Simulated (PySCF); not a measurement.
How the functional moves excitation energies

CH2S.
InChI=1S/CH2S/c1-2/h1H2

Linear-response calculations in the def2-SVPD basis (PySCF; singlets by full response, triplets Tamm–Dancoff, core orbitals frozen in the response; HF means time-dependent Hartree–Fock). 'Strongest' is the level of largest summed f among the singlets computed (6 and 10 roots, of which the last may lack a degenerate partner); it can jump between rows when another state enters that window. S1 is the lowest singlet of each run and needn't be the same state throughout; f(S1) is that of one state. Isolated species at its PBE0-D3(BJ)/def2-SVP geometry, gas phase.

| functional | kind | S1 (eV) | f(S1) | strongest (eV) | T1 (eV) | HOMO (eV) | gap (eV) | ionisation energy, ΔSCF (eV) |
| --- | --- | --- | --- | --- | --- | --- | --- | --- |
| LDA | LDA | 2.08 | 0.000 | 6.57 | 1.59 | -5.62 | 1.80 | 9.49 |
| B3LYP | global hybrid, 20% exact exchange | 2.23 | 0.000 | 6.42 | 1.70 | -6.55 | 3.70 | 9.38 |
| PBE0 | global hybrid, 25% exact exchange | 2.25 | 0.000 | 6.49 | 1.67 | -6.78 | 4.13 | 9.34 |
| BHandHLYP | global hybrid, 50% exact exchange | 2.35 | 0.000 | 6.35 | 1.80 | -7.88 | 6.35 | 9.22 |
| CAM-B3LYP | range-separated hybrid | 2.21 | 0.000 | 6.39 | not run | -8.11 | 6.67 | not run |
| wB97X-D | range-separated hybrid | 2.24 | 0.000 | 6.44 | 1.74 | -8.65 | 7.83 | 9.42 |
| LC-wPBE | range-separated hybrid | 2.20 | 0.000 | 6.43 | 1.62 | -9.52 | 9.20 | 9.41 |
| HF | Hartree–Fock | 2.60 | 0.000 | 6.17 | 2.00 | -9.61 | 10.74 | not settled |

Question: What does PBE (GGA) give?

Answer: S1 (eV) 2.16, f(S1) 0.000, strongest (eV) 6.52, T1 (eV) 1.60, HOMO (eV) -5.55, gap (eV) 1.92, ionisation energy, ΔSCF (eV) 9.31. S1 runs from 2.08 eV (LDA) to 2.60 eV (HF), a spread of 0.53 eV, while the orbital gap spreads over 8.9 eV. Along PBE (0%), B3LYP (20%), PBE0 (25%), BHandHLYP (50%), HF (100%) S1 rises with the share of exact exchange. −ε(HOMO) comes closest to its own ΔSCF ionisation energy with LC-wPBE (+0.11 eV) and misses most with LDA (-3.87 eV). The lowest singlet of a reference set is 1A2(n→π*) at 2.22 eV (computed, theoretical best estimate (aug-cc-pVTZ, frozen core, CC3 geometry), gas; Veril, Scemama, Caffarel, Lipparini, Boggio-Pasqua, Jacquemin, Loos, WIREs Comput. Mol. Sci. 2021, 11, e1517 (QUESTDB)). The lowest computed singlet differs from it by CAM-B3LYP -0.01, B3LYP +0.01, wB97X-D +0.02, LC-wPBE -0.02, PBE0 +0.03, PBE -0.06, BHandHLYP +0.13, LDA -0.14, HF +0.38 eV; geometry and basis of the reference needn't be the same. The lowest triplet of a reference set is 3A2(n→π*) at 1.94 eV (computed, theoretical best estimate (aug-cc-pVTZ, frozen core, CC3 geometry), gas; Veril, Scemama, Caffarel, Lipparini, Boggio-Pasqua, Jacquemin, Loos, WIREs Comput. Mol. Sci. 2021, 11, e1517 (QUESTDB)). The lowest computed triplet differs from it by HF +0.06, BHandHLYP -0.14, wB97X-D -0.20, B3LYP -0.24, PBE0 -0.27, LC-wPBE -0.32, PBE -0.34, LDA -0.35 eV; geometry and basis of the reference needn't be the same. 'Not settled' means that the ion's SCF failed to converge or may have ended in another state than the lowest.
